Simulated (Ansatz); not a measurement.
`C#CC(=C)O` + H₂ → `C#CC=C` + H₂O at 600 K and 1 bar (hydrogenolysis of a C–O bond).

Gas-phase electronic energies from Ansatz, PBE0-D4/def2-TZVP geometries. CCSD(T)/CBS is the MP2 limit (def2-TZVPP, def2-QZVPP) plus CCSD(T) − MP2 in def2-TZVPP, frozen cores. This one scheme is used for every species. Each species was taken in one conformer, which may not be the lowest.

```
    species  CCSD(T)/CBS energy (Eh)  H − E (kJ/mol)  S (J/(mol·K))
`C#CC(=C)O`               -229.69374           224.1          380.0
         H₂                 -1.17544            43.9          150.8
   `C#CC=C`               -154.52327           202.8          339.6
        H₂O                -76.37941            76.8          212.8
```

H − E and S are ideal-gas, rigid-rotor, harmonic terms from PBE0-D4/def2-TZVP, for one conformer and one mirror image of each species. The MP2-based limit puts H₂ 0.8 mEh under its directly extrapolated value; such offsets cancel only in part. 1 Eh = 2625.50 kJ/mol, R = 8.31446 J/(mol·K).

Task: By hand: ΔE, ΔH, ΔS and ΔG.

Result: ΔE = (-154.52327) + (-76.37941) − (-229.69374) − (-1.17544) = -0.03350 Eh = -88.0 kJ/mol. Δ(H − E) = 202.8 + 76.8 − 224.1 − 43.9 = 11.6, so ΔH = -76.4 kJ/mol. ΔS = 339.6 + 212.8 − 380.0 − 150.8 = 21.6 J/(mol·K). ΔG = -76.4 − 600 × (21.6)/1000 = -89.4 kJ/mol.

Task: By hand: the equilibrium constant, and the temperature at which ΔG would vanish if ΔH and ΔS stayed fixed.

Result: log₁₀ K = −ΔG/(RT ln 10) = 7.8. ΔH and −TΔS have one sign here, so there is no such temperature.

ΔH outweighs TΔS. A doubt of 5 kJ/mol in ΔE shifts log₁₀ K by 0.4 here. Other conformers and mirror images would add mixing entropy, several J/(mol·K) or more a flexible species. These are equilibria of isolated gas molecules and say nothing of rates. Largest T1 diagnostic: 0.013 (customary marks: 0.02 for closed shells, 0.045 for open ones).
